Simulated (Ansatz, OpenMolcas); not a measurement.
## How basis sets differ on C2H7Al (SMILES [CH3][AlH][CH3])

C2H7Al has 10 atoms, charge 0, and is taken as a singlet. SMILES: `[CH3][AlH][CH3]`. Geometry: relaxed at PBE0-D4/def2-TZVP.

```xyz
10

C    -1.2191    0.9236   -0.7833
Al    0.4968    0.0218   -0.5364
C     0.9039   -0.9490    1.1097
H    -2.0540    0.2332   -0.6212
H    -1.3370    1.3685   -1.7738
H    -1.3403    1.7237   -0.0436
H     1.6057    0.0788   -1.6812
H     0.0690   -0.9800    1.8140
H     1.2019   -1.9809    0.8943
H     1.7563   -0.4909    1.6245
```

Each level gives the HOMO–LUMO gap (eV). The values are calculated.

| level | kind | program | value (eV) | CPU time |
| --- | --- | --- | --- | --- |
| HF/ANO-RCC-MB (DKH2) | Hartree–Fock | OpenMolcas | 13.26 | 2.1 s |
| HF/STO-3G | Hartree–Fock | OpenMolcas | 17.71 | 3.5 s |
| HF/3-21G | Hartree–Fock | OpenMolcas | 12.62 | 3.9 s |
| HF/def2-SVP | Hartree–Fock | Ansatz | 12.85 | 5.7 s |
| HF/6-311G** (Cartesian d past Ne) | Hartree–Fock | Ansatz | 12.34 | 2.3 s |
| HF/def2-SVPD | Hartree–Fock | OpenMolcas | 12.44 | 31 s |

The values span 12.34 to 17.71 eV. A Hartree–Fock LUMO above zero doesn't converge with the basis: it sinks as sets grow more diffuse. Orbital gaps aren't excitation energies. CPU times are rough (shared hosts, several kinds of processor and program).
